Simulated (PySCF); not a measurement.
Choosing a molecule for a target property.

All species are isolated and taken at one optimised geometry, non-relativistic unless stated; the electronic structure was computed with PySCF and density fitting.

The conformers computed, where there is a choice (atom-mapped SMILES and torsion angles):
- `[OH:1][CH2:2][C:3]([F:4])([F:5])[F:6]`: O1–C2–C3–F4 56°, H–O1–C2–C3 -61°
- `[CH3:1][CH2:2][C:3]1=[CH:4][CH:5]=[CH:6][CH2:7][CH+:8]1`: C1–C2–C3–C4 79°
- `[CH2:1]=[C:2]([CH3:3])[C+:4]1[CH:5]=[CH:6][CH2:7][CH2:8]1`: C1–C2–C4–C5 -1°
- `[CH3:1][O:2][C:3]([F:4])([F:5])[F:6]`: C1–O2–C3–F4 60°

Question: Wanted: vertical ionisation energy above 14.3 eV (ΔSCF CAM-B3LYP/def2-SVPD) and static isotropic polarisability above 60 au (CAM-B3LYP/def2-SVPD), at PBE0-D3(BJ)/def2-SVP geometries. Which candidate meets both?
A. `ClC(Cl)(Cl)Br` (CBrCl3)
B. `C=N` (CH3N)
C. `N=[PH3]` (H4NP)
D. `CCC1=CC=CC[CH+]1` ([C8H11]+)
E. `OCC(F)(F)F` (C2H3F3O)
F. `C=C(C)[C+]1C=CCC1` ([C8H11]+)

Answer: D. Computed values:
```
                     species  vertical ionisation energy  static isotropic polarisability
              N=[PH3] (H4NP)                     9.18 eV                          36.3 au
                  C=N (CH3N)                    10.67 eV                          21.9 au
      ClC(Cl)(Cl)Br (CBrCl3)                    11.07 eV                          75.7 au
        OCC(F)(F)F (C2H3F3O)                    11.83 eV                          33.6 au
C=C(C)[C+]1C=CCC1 ([C8H11]+)                    14.10 eV                          95.8 au
 CCC1=CC=CC[CH+]1 ([C8H11]+)                    14.51 eV                          88.3 au
```

Question: Wanted: dipole moment between 2.6 D and 3.6 D (CAM-B3LYP/def2-SVPD) and HOMO energy above -9.6 eV (CAM-B3LYP/def2-SVPD), at PBE0-D3(BJ)/def2-SVP geometries. Which candidate meets both?
A. `N=[PH3]` (H4NP)
B. `C#C/C=C/C#N` (C5H3N)
C. `Br[SiH2]Br` (Br2H2Si)
D. `OCC(F)(F)F` (C2H3F3O)
E. `ClC(Cl)(Cl)Br` (CBrCl3)
F. `C=N` (CH3N)
G. `FP(F)(F)(F)F` (PF5)

Answer: A. Computed values:
| species | dipole moment | HOMO energy |
| --- | --- | --- |
| FP(F)(F)(F)F (PF5) | 0.00 D | -13.97 eV |
| ClC(Cl)(Cl)Br (CBrCl3) | 0.16 D | -10.07 eV |
| Br[SiH2]Br (Br2H2Si) | 1.21 D | -9.96 eV |
| OCC(F)(F)F (C2H3F3O) | 1.72 D | -10.52 eV |
| C=N (CH3N) | 2.08 D | -9.28 eV |
| N=[PH3] (H4NP) | 3.03 D | -8.15 eV |
| C#C/C=C/C#N (C5H3N) | 4.23 D | -9.03 eV |

Question: Wanted: lowest singlet excitation between 7 eV and 8 eV (TDDFT CAM-B3LYP/def2-SVPD) and smallest rotational constant below 20 GHz (PBE0-D3(BJ)/def2-SVP), at PBE0-D3(BJ)/def2-SVP geometries. Which candidate meets both?
A. `C=N` (CH3N)
B. `C#C/C=C/C#N` (C5H3N)
C. `COC(F)(F)F` (C2H3F3O)
D. `Br[SiH2]Br` (Br2H2Si)
E. `CCC1=CC=CC[CH+]1` ([C8H11]+)
F. `N=[PH3]` (H4NP)
G. `OCC(F)(F)F` (C2H3F3O)

Answer: G. Computed values:
| species | lowest singlet excitation | smallest rotational constant |
| --- | --- | --- |
| CCC1=CC=CC[CH+]1 ([C8H11]+) | 3.90 eV | 1.178 GHz |
| C#C/C=C/C#N (C5H3N) | 4.90 eV | 1.419 GHz |
| C=N (CH3N) | 5.14 eV | 29.653 GHz |
| N=[PH3] (H4NP) | 5.41 eV | 15.203 GHz |
| Br[SiH2]Br (Br2H2Si) | 6.54 eV | 0.887 GHz |
| OCC(F)(F)F (C2H3F3O) | 7.73 eV | 2.832 GHz |
| COC(F)(F)F (C2H3F3O) | 9.03 eV | 3.065 GHz |

Question: Wanted: lowest triplet excitation (Tamm–Dancoff) above 8 eV (TDA CAM-B3LYP/def2-SVPD) and electronic spatial extent ⟨r²⟩ about the centre of nuclear charge below 480 bohr² (CAM-B3LYP/def2-SVPD), at PBE0-D3(BJ)/def2-SVP geometries. Which candidate meets both?
A. `[H][Si]([H])(Br)Br` (Br2H2Si)
B. `N=[PH3]` (H4NP)
C. `C=N` (CH3N)
D. `OCC(F)(F)F` (C2H3F3O)
E. `COC(F)(F)F` (C2H3F3O)
F. `ClC(Cl)(Cl)Br` (CBrCl3)
G. `C#C/C=C/C#N` (C5H3N)

Answer: E. Computed values:
```
                     species  lowest triplet excitation (Tamm–Dancoff)  electronic spatial extent ⟨r²⟩ about the centre of nuclear charge
         C#C/C=C/C#N (C5H3N)                                   2.89 eV                                                          756 bohr²
                  C=N (CH3N)                                   4.26 eV                                                           71 bohr²
      ClC(Cl)(Cl)Br (CBrCl3)                                   4.58 eV                                                         1121 bohr²
              N=[PH3] (H4NP)                                   4.95 eV                                                          132 bohr²
[H][Si]([H])(Br)Br (Br2H2Si)                                   6.11 eV                                                         1047 bohr²
        OCC(F)(F)F (C2H3F3O)                                   7.35 eV                                                          487 bohr²
        COC(F)(F)F (C2H3F3O)                                   8.85 eV                                                          471 bohr²
```
